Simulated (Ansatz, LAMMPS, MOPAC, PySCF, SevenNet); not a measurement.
# Lattice parameter a of cubic BN: levels of theory against measurement

Reference value: 3.593 Å (measured, corrected for zero-point motion; as tabulated in Goldzak et al. (2022), arXiv:2208.04865).

```json
[
 {"level (code)": "Tersoff BNC.tersoff (LAMMPS)", "value (Å)": "3.494", "error (%)": "-2.76"},
 {"level (code)": "MNDO semi-empirical Hartree-Fock (MOPAC)", "value (Å)": "3.689", "error (%)": "+2.67"},
 {"level (code)": "SevenNet-0", "value (Å)": "3.619", "error (%)": "+0.72"},
 {"level (code)": "LDA (Ansatz)", "value (Å)": "3.581", "error (%)": "-0.33"},
 {"level (code)": "PBE (Ansatz)", "value (Å)": "3.625", "error (%)": "+0.89"},
 {"level (code)": "PBE-D3(BJ) (Ansatz)", "value (Å)": "3.607", "error (%)": "+0.39"},
 {"level (code)": "r²SCAN (Ansatz)", "value (Å)": "3.610", "error (%)": "+0.47"},
 {"level (code)": "PBE0 (Ansatz)", "value (Å)": "3.597", "error (%)": "+0.11"},
 {"level (code)": "CCSD (PySCF)", "value (Å)": "3.594 ± 0.02", "error (%)": "+0.03"}
]
```

Leaving aside Tersoff BNC.tersoff (doubt noted below): Once the reference is moved by up to 0.11 % (a margin picked here for doubts on the reference and the settings) and values within 0.10 % count as equal, the nearest can be CCSD (+0.03 %), PBE0 (+0.11 %) or LDA (-0.33 %). Farthest off among them: MNDO semi-empirical Hartree-Fock (MOPAC) (+2.67 %). Within 2 %: SevenNet-0, LDA, PBE, PBE-D3(BJ), r²SCAN, PBE0, CCSD.

A ± on a computed value is a rough bar: the spread of its extrapolation, a floor set from checks against published values, or a statistical error. Tersoff BNC.tersoff: the potential file covers more elements than this solid holds. MNDO semi-empirical Hartree-Fock (MOPAC): the method was fitted mainly to molecules. MNDO semi-empirical Hartree-Fock (MOPAC): the run uses a supercell at the zone centre in place of a k mesh. Cutoffs and k meshes differ between the levels. Ansatz's density-functional and Hartree–Fock values are scalar-relativistic unless marked +SOC, with PAW data made under PBE.

Empirical potentials (Tersoff BNC.tersoff) are fitted to chosen data: where that held the value shown, agreement is built in, and what lay outside the fit can be far off. Machine-learned potentials (SevenNet-0) are trained on DFT data: a solid inside that data is no test of them.

Differences are worked out from the printed values.

Ansatz is an electronic-structure program.
